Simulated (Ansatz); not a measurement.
For Rh (P6₃/mmc, No. 194; start mp-2646993; another form than the element's usual one), PBEsol (Ansatz, a first-principles code, plane waves, PAW) gives:

| Property | Result |
|---|---|
| equilibrium lattice constant a | 2.689 Å |
| lattice parameter c | 4.336 Å |

### Question
What does r²SCAN (Ansatz, plane waves, PAW) give for the same quantities?

### Answer

- lattice constant a: 2.703 Å (rises by 0.5 %)
- lattice parameter c: 4.357 Å (grows by 0.5 %)

Changes are worked out from the printed values.

Unless a cell is named, each level is at its own relaxed cell (PBEsol 13.57, r²SCAN 13.79 Å³/atom).

Caveats: the relaxation could not lower the start's symmetry, so the cell can be a saddle point above a distorted one (PBEsol, r²SCAN). Ansatz's density-functional and Hartree–Fock values are scalar-relativistic unless marked +SOC, with PAW data made under PBE.

A start named mp-… is a Materials Project structure, which can be a computed phase never made.
